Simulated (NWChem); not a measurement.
Everything below was run with NWChem. System: acetone (C3H6O), charge 0, spin multiplicity 1, at a geometry optimised with PBE0/def2-SVP. Level: PBE/def2-TZVP.

Output (cleaned and shortened):

```
             Northwest Computational Chemistry Package (NWChem) 7.3.0
             --------------------------------------------------------

                                NWChem Input Module
                                -------------------

 Scaling coordinates for geometry "geometry" by  1.889725989
 (inverse scale =  0.529177249)

 Turning off AUTOSYM since
 SYMMETRY directive was detected!

                             Geometry "geometry" -> ""
                             -------------------------

 Output coordinates in angstroms (scale by  1.889725989 to convert to a.u.)

  No.       Tag          Charge          X              Y              Z
 ---- ---------------- ---------- -------------- -------------- --------------
    1 C                    6.0000    -1.27924000    -0.11645800    -0.61072500
    2 C                    6.0000     0.00000000     0.00000000     0.18509700
    3 C                    6.0000     1.27924000     0.11645800    -0.61072500
    4 O                    8.0000     0.00000000     0.00000000     1.39207500
    5 H                    1.0000    -1.24236600    -0.99470100    -1.27493800
    6 H                    1.0000    -1.41142300     0.76617900    -1.25688600
    7 H                    1.0000    -2.13302000    -0.20466000     0.07258700
    8 H                    1.0000     2.13302000     0.20466000     0.07258700
    9 H                    1.0000     1.41142300    -0.76617900    -1.25688600
   10 H                    1.0000     1.24236600     0.99470100    -1.27493800

 Effective nuclear repulsion energy (a.u.)     119.4778323663

            Nuclear Dipole moment (a.u.)
            ----------------------------
        X                 Y               Z
 ---------------- ---------------- ----------------
     0.0000000000     0.0000000000     0.0000151178

      Symmetry information
      --------------------

 Group name             C2
 Group number              4
 Group order               2
 No. of unique centers     6

      Symmetry unique atoms

     1    2    4    5    6    7


 Summary of "ao basis" -> "" (spherical)
 ------------------------------------------------------------------------------
       Tag                 Description            Shells   Functions and Types
 ---------------- ------------------------------  ------  ---------------------
 *                         def2-tzvp                  on all atoms

  pbe96 is a nonlocal functional; adding pw91lda local functional.

                                 NWChem DFT Module
                                 -----------------

 Summary of "ao basis" -> "ao basis" (spherical)
 ------------------------------------------------------------------------------
       Tag                 Description            Shells   Functions and Types
 ---------------- ------------------------------  ------  ---------------------
 C                         def2-tzvp                11       31   5s3p2d1f
 O                         def2-tzvp                11       31   5s3p2d1f
 H                         def2-tzvp                 4        6   3s1p

 Summary of "ao basis" -> "ao basis" (spherical)
 ------------------------------------------------------------------------------
       Tag                 Description            Shells   Functions and Types
 ---------------- ------------------------------  ------  ---------------------
 C                         def2-tzvp                11       31   5s3p2d1f
 O                         def2-tzvp                11       31   5s3p2d1f
 H                         def2-tzvp                 4        6   3s1p

      Symmetry analysis of basis
      --------------------------

        a          83
        b          77

            General Information
            -------------------
          SCF calculation type: DFT
          Wavefunction type:  closed shell.
          No. of atoms     :    10
          No. of electrons :    32
           Alpha electrons :    16
            Beta electrons :    16
          Charge           :     0
          Spin multiplicity:     1
          Use of symmetry is: on ; symmetry adaption is: on
          Maximum number of iterations: 100
          AO basis - number of functions:   160
[...]
    16 b          17 b          18 b          19 a          20 b
    21 a          22 b          23 b          24 a          25 a
    26 a

------------------------------------------------------------
EAF file 0: "./mol.aoints.0" size=524288 bytes
------------------------------------------------------------
               write      read    awrite     aread      wait
               -----      ----    ------     -----      ----
     calls:        1         0         0         0         0
   data(b): 5.24e+05  0.00e+00  0.00e+00  0.00e+00
   time(s): 0.00e+00  0.00e+00  0.00e+00  0.00e+00  0.00e+00
rate(mb/s): 0.00e+00  0.00e+00
------------------------------------------------------------

 Grid integrated density:      32.000111381117
 Requested integration accuracy:   0.10E-05

   convergence    iter        energy       DeltaE   RMS-Dens  Diis-err    time
 ---------------- ----- ----------------- --------- --------- ---------  ------
 d= 0,ls=0.0,diis     1   -190.6399154678 -3.10D+02  1.71D+01  1.03D+01     2.8
 d= 0,ls=0.0,diis     2   -192.2465500124 -1.61D+00  3.16D-02  5.93D+00     3.4
 d= 0,ls=0.0,diis     3   -192.8045485052 -5.58D-01  2.09D-02  1.40D+00     3.9
 d= 0,ls=0.0,diis     4   -192.9813858907 -1.77D-01  2.61D-03  6.27D-02     4.5
 d= 0,ls=0.0,diis     5   -192.9796583529  1.73D-03  2.19D-03  8.58D-02     5.0
  Resetting Diis
 d= 0,ls=0.0,diis     6   -192.9870634114 -7.41D-03  3.07D-04  4.24D-03     5.6
 d= 0,ls=0.0,diis     7   -192.9875375994 -4.74D-04  4.77D-05  3.05D-05     6.1
 d= 0,ls=0.0,diis     8   -192.9875329970  4.60D-06  4.79D-05  7.37D-05     6.7
 d= 0,ls=0.0,diis     9   -192.9875401740 -7.18D-06  2.52D-05  1.05D-05     7.3
 d= 0,ls=0.0,diis    10   -192.9875410987 -9.25D-07  5.01D-06  7.43D-07     7.8

         Total DFT energy =     -192.987541098676
      One electron energy =     -497.603044795437
           Coulomb energy =      211.976005856415
    Exchange-Corr. energy =      -26.838334525918
 Nuclear repulsion energy =      119.477832366264

 Numeric. integr. density =       32.000016438408

     Total iterative time =      7.4s

                  Occupations of the irreducible representations
                  ----------------------------------------------

                     irrep           alpha         beta
                     --------     --------     --------
                     a                 9.0          9.0
                     b                 7.0          7.0

                       DFT Final Molecular Orbital Analysis
                       ------------------------------------

 Vector   14  Occ=2.000000D+00  E=-3.357744D-01  Symmetry=b
              MO Center= -1.3D-13, -1.3D-14, -2.8D-01, r^2= 3.6D+00
   Bfn.  Coefficient  Atom+Function         Bfn.  Coefficient  Atom+Function
  ----- ------------  ---------------      ----- ------------  ---------------
     6      0.209981   1 C  px               68      0.209981   3 C  px
   138     -0.187067   7 H  s               144      0.187067   8 H  s
    37     -0.160669   2 C  px                9      0.149501   1 C  px
    71      0.149501   3 C  px              137     -0.130604   7 H  s
   143      0.130604   8 H  s                40     -0.119542   2 C  px

 Vector   15  Occ=2.000000D+00  E=-3.169436D-01  Symmetry=b
              MO Center= -1.1D-14, -2.0D-15,  5.1D-01, r^2= 2.5D+00
   Bfn.  Coefficient  Atom+Function         Bfn.  Coefficient  Atom+Function
  ----- ------------  ---------------      ----- ------------  ---------------
   100      0.356422   4 O  py              103      0.289236   4 O  py
    38      0.187619   2 C  py              106      0.173238   4 O  py
    41      0.144533   2 C  py                7     -0.117571   1 C  py
    69     -0.117571   3 C  py              132     -0.095964   6 H  s
   150      0.095964   9 H  s               126      0.094431   5 H  s

 Vector   16  Occ=2.000000D+00  E=-2.064062D-01  Symmetry=b
              MO Center=  2.8D-15,  5.1D-16,  8.4D-01, r^2= 1.9D+00
   Bfn.  Coefficient  Atom+Function         Bfn.  Coefficient  Atom+Function
  ----- ------------  ---------------      ----- ------------  ---------------
    99      0.426144   4 O  px                5      0.408281   1 C  s
    67     -0.408281   3 C  s               102      0.349943   4 O  px
   105      0.249222   4 O  px               43      0.226036   2 C  px
     6      0.118525   1 C  px               68      0.118525   3 C  px
    14      0.113059   1 C  pz               76     -0.113059   3 C  pz

 Vector   17  Occ=0.000000D+00  E=-5.669059D-02  Symmetry=b
              MO Center= -9.5D-16,  6.7D-16,  2.5D-01, r^2= 2.3D+00
   Bfn.  Coefficient  Atom+Function         Bfn.  Coefficient  Atom+Function
  ----- ------------  ---------------      ----- ------------  ---------------
    41      0.380572   2 C  py               38      0.374724   2 C  py
    44      0.368597   2 C  py              106     -0.342757   4 O  py
   100     -0.313681   4 O  py              133     -0.253346   6 H  s
   151      0.253346   9 H  s               103     -0.251919   4 O  py
   127      0.248170   5 H  s               157     -0.248170  10 H  s

 Vector   18  Occ=0.000000D+00  E= 7.440417D-03  Symmetry=a
              MO Center=  6.2D-13,  9.5D-14, -1.1D+00, r^2= 6.8D+00
   Bfn.  Coefficient  Atom+Function         Bfn.  Coefficient  Atom+Function
  ----- ------------  ---------------      ----- ------------  ---------------
     5      3.196427   1 C  s                67      3.196427   3 C  s
    36     -1.925270   2 C  s               127     -1.293251   5 H  s
   133     -1.294239   6 H  s               151     -1.294239   9 H  s
   157     -1.293251  10 H  s               139     -0.841349   7 H  s
   145     -0.841349   8 H  s                98      0.566701   4 O  s

 Vector   19  Occ=0.000000D+00  E= 6.026642D-02  Symmetry=b
              MO Center= -6.4D-13, -9.8D-15, -1.1D+00, r^2= 8.8D+00
   Bfn.  Coefficient  Atom+Function         Bfn.  Coefficient  Atom+Function
  ----- ------------  ---------------      ----- ------------  ---------------
     5      5.111989   1 C  s                67     -5.111989   3 C  s
    43      1.715669   2 C  px              133     -1.599318   6 H  s
   151      1.599318   9 H  s               127     -1.564496   5 H  s
   157      1.564496  10 H  s               139     -1.048406   7 H  s
   145      1.048406   8 H  s                12      0.639218   1 C  px

 center of mass
 --------------
 x =   0.00000000 y =   0.00000000 z =   0.15865237

 moments of inertia (a.u.)
 ------------------
         178.583658054557         -17.021697132598           0.000000000000
         -17.021697132598         364.224229102765           0.000000000000
           0.000000000000           0.000000000000         211.263088931227

     Multipole analysis of the density
     ---------------------------------

     L   x y z        total         alpha         beta         nuclear
     -   - - -        -----         -----         ----         -------
     0   0 0 0     -0.000000    -16.000000    -16.000000     32.000000

     1   1 0 0     -0.000000     -0.000000     -0.000000      0.000000
     1   0 1 0      0.000000      0.000000      0.000000      0.000000
     1   0 0 1     -1.117972     -0.558994     -0.558994      0.000015

     2   2 0 0    -17.870550    -72.871940    -72.871940    127.873330
     2   1 1 0      0.016580     -5.293992     -5.293992     10.604563
     2   1 0 1     -0.000000     -0.000000     -0.000000     -0.000000
     2   0 2 0    -18.102365    -15.120995    -15.120995     12.139625
     2   0 1 1      0.000000      0.000000      0.000000      0.000000
     2   0 0 2    -21.465089    -58.237279    -58.237279     95.009468

 Task  times  cpu:        7.8s     wall:        7.8s

 Total times  cpu:        7.9s     wall:        7.9s
```

Q: Write an NWChem input that would produce this output.

A: This is not unique; one that fits is 
```
start mol
memory heap 200 mb stack 900 mb global 1100 mb
geometry units angstroms nocenter noautoz
  C     -1.279240    -0.116458    -0.610725
  C      0.000000     0.000000     0.185097
  C      1.279240     0.116458    -0.610725
  O      0.000000     0.000000     1.392075
  H     -1.242366    -0.994701    -1.274938
  H     -1.411423     0.766179    -1.256886
  H     -2.133020    -0.204660     0.072587
  H      2.133020     0.204660     0.072587
  H      1.411423    -0.766179    -1.256886
  H      1.242366     0.994701    -1.274938
  symmetry group C2
end
basis spherical
  * library def2-tzvp
end
dft
  xc xpbe96 cpbe96
  semidirect memsize 60000000 filesize 0
  iterations 100
end
task dft energy
```
